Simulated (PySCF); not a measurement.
**Vertical excitation energies**

C₃H₅FS.
Z-matrix (Å and degrees, PBE0-D3(BJ)/def2-SVP geometry), rows numbered from 1:
```
F 
C   1  1.3545
C   2  1.4848  1  118.14
C   2  1.4926  1  117.59  3   -70.17
S   4  1.7860  2  121.10  3   105.75
H   2  1.0949  1  112.64  3   146.15
H   3  1.0928  2  117.10  4   106.18
H   3  1.0932  2  118.29  4  -108.36
H   4  1.0951  2  115.23  3  -105.53
H   5  1.3521  4   97.13  2    76.89
```

Method: TDDFT CAM-B3LYP/def2-SVPD, vertical, gas phase, core orbitals frozen in the response (PySCF 2.14.0, density-fitted response routines).

Predict the UV-vis stick spectrum at this level.

| state | E (eV) | E (kJ/mol) | λ (nm) | f | main configurations (H = HOMO, L = LUMO) |
| --- | --- | --- | --- | --- | --- |
| S1 | 5.64 | 544 | 220.0 | 0.0036 | H→L (68%), H→L+1 (17%) |
| S2 | 6.33 | 611 | 195.9 | 0.029 | H→L+1 (73%), H→L (21%) |
| S3 | 7.21 | 696 | 171.9 | 0.022 | H→L+2 (94%) |
| S4 | 7.48 | 721 | 165.8 | 0.025 | H→L+3 (83%) |
| S5 | 7.69 | 742 | 161.2 | 0.013 | H-1→L (33%), H→L+4 (20%), H→L+6 (15%) |
| S6 | 7.96 | 768 | 155.7 | 0.047 | H-1→L (28%), H→L+6 (25%), H→L+4 (14%) |
| S7 | 8.07 | 779 | 153.6 | 0.031 | H→L+4 (31%), H→L+5 (30%), H→L+6 (13%) |
| S8 | 8.28 | 799 | 149.8 | 0.029 | H-1→L+1 (31%), H-1→L (16%), H-2→L (13%) |
| S9 | 8.31 | 802 | 149.2 | 0.013 | H→L+6 (17%), H-1→L+1 (16%), H→L+5 (15%) |
| S10 | 8.48 | 818 | 146.2 | 0.044 | H-2→L (28%), H→L+5 (19%), H→L+4 (14%) |

Triplets (Tamm–Dancoff): T1 5.20 eV, H→L (61%), H→L+1 (18%); T2 5.87 eV, H→L+1 (62%), H→L (20%); T3 6.96 eV, H→L+2 (49%), H-1→L (18%), H-1→L+1 (12%); T4 7.09 eV, H→L+2 (31%), H-1→L (29%), H-1→L+1 (9%).

The lowest singlet lies at 5.64 eV (220 nm, ultraviolet) and is very weak; its leading configuration is HOMO→LUMO (68%). The most intense listed level is S6 at 7.96 eV (156 nm, f = 0.047), 2.33 eV above S1. Löwdin shares by element: HOMO sulfur 66%, carbon 18% or more, hydrogen 5% or more; LUMO sulfur 52%, hydrogen 20% or more, carbon 12% or more (atoms not listed hold the other 17%). The oscillator strengths of these states sum to 0.256; summed over the whole spectrum of an exact calculation they would give the number of electrons, 48 (Thomas–Reiche–Kuhn). Weighted by f, the mean energy of these states is 7.78 eV. Orbital energies (eV): HOMO-3 -11.73, HOMO-2 -10.47, HOMO-1 -10.13, HOMO -8.46, LUMO 0.99, LUMO+1 1.23, LUMO+2 1.64. The vertical ionisation energy (ΔSCF) is 9.49 eV, 1.01 eV above S10. Only the lowest 10 singlets were computed, as vertical energies without vibronic structure.

One conformer stands for the species.
